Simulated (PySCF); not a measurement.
Species: propynal, C₃H₂O.
Numbering: `[CH:1]#[C:2][CH:3]=[O:4]` (hydrogens: H5 on C1; H6 on C3)

Computed by this run: PBE/def2-TZVP geometry optimisation, gas phase in PySCF; density fitting, grid level 1; the optimiser is geomeTRIC in internal coordinates, started from a GFN2-xTB structure.

Geometry at step 1:
```
atom  x, y, z in Å
C1      1.4212   -0.1809    0.4875
C2      0.2694   -0.1282    0.1117
C3     -1.0910    0.0019   -0.3539
O4     -1.9056   -0.9039   -0.3230
H5      2.4354   -0.2588    0.8282
H6     -1.3526    1.0102   -0.7523
```

**Question.** Give the atomic forces at this geometry.

**Answer.** 
```json
{"atom": "C1", "Fx (eV/Å)": "0.188", "Fy (eV/Å)": "-0.031", "Fz (eV/Å)": "0.071"}
{"atom": "C2", "Fx (eV/Å)": "-0.125", "Fy (eV/Å)": "0.062", "Fz (eV/Å)": "-0.061"}
{"atom": "C3", "Fx (eV/Å)": "-0.023", "Fy (eV/Å)": "-0.082", "Fz (eV/Å)": "0.022"}
{"atom": "O4", "Fx (eV/Å)": "-0.031", "Fy (eV/Å)": "0.014", "Fz (eV/Å)": "-0.018"}
{"atom": "H5", "Fx (eV/Å)": "-0.023", "Fy (eV/Å)": "0.004", "Fz (eV/Å)": "-0.007"}
{"atom": "H6", "Fx (eV/Å)": "0.013", "Fy (eV/Å)": "0.034", "Fz (eV/Å)": "-0.007"}
```

The largest, 0.20 eV/Å, acts on C1; the rms over all components is 0.065 eV/Å. The forces sum to zero within rounding, as they must for an isolated molecule in no field.

**Question.** Give the force on C1 in Eh/bohr and in nN.

**Answer.** 0.204 eV/Å ÷ 51.422 = 0.00396 Eh/bohr, and 0.204 eV/Å × 1.602 = 0.33 nN.

**Question.** How far is this geometry from the end of the optimisation?

**Answer.** 0.000 eV above it, and 0.004 Å rms away after alignment. The bonds farthest from their final lengths, with half the difference of the two atoms' forces along the bond (positive lengthens):

```csv
bond,now (Å),final (Å),force along bond (eV/Å)
C1≡C2,1.213,1.215,+0.17
```

The cost below is that of the whole optimisation. Hardware: Arm Neoverse V1, one thread, shared host. Cost: 18 s of wall time, 0.44 GiB resident at most.
